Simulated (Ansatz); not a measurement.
`C=C1C=CCC1`, relaxed with RKS PBE-D4/def2-SVP in Ansatz 0.2.0 from a rough embedded geometry. The force threshold is 0.03 eV/Å; the program also tests the step.

Total charge 0; spin multiplicity 1.

Start:

```xyz
14

C    -0.005   -1.261   -1.769
C    -0.006   -0.559   -0.642
C    -0.077   -1.092    0.707
C    -0.060   -0.116    1.612
C     0.029    1.239    0.982
C     0.065    0.946   -0.528
H     0.050   -0.787   -2.734
H    -0.059   -2.336   -1.762
H    -0.135   -2.147    0.908
H    -0.101   -0.236    2.681
H    -0.830    1.854    1.261
H     0.925    1.766    1.319
H     0.980    1.321   -0.988
H    -0.776    1.408   -1.047
```

```
step  energy (eV)  largest force (eV/Å)  largest move (Å)
   1   -6338.5790                 0.928             0.000
   2   -6338.6924                 0.268             0.040
   3   -6338.7018                 0.051             0.016
   4   -6338.7020                 0.020             0.004
```

End:

```xyz
14

C    -0.006   -1.285   -1.799
C    -0.007   -0.566   -0.652
C    -0.078   -1.102    0.708
C    -0.059   -0.110    1.632
C     0.030    1.254    0.995
C     0.065    0.955   -0.528
H     0.054   -0.799   -2.785
H    -0.060   -2.384   -1.780
H    -0.139   -2.180    0.923
H    -0.103   -0.257    2.722
H    -0.835    1.892    1.286
H     0.932    1.805    1.344
H     0.989    1.344   -1.004
H    -0.783    1.433   -1.062
```

It took 6 s on 4 threads of an Intel Xeon Platinum 8488C on a shared host, with 0.18 GiB of host memory at the peak.
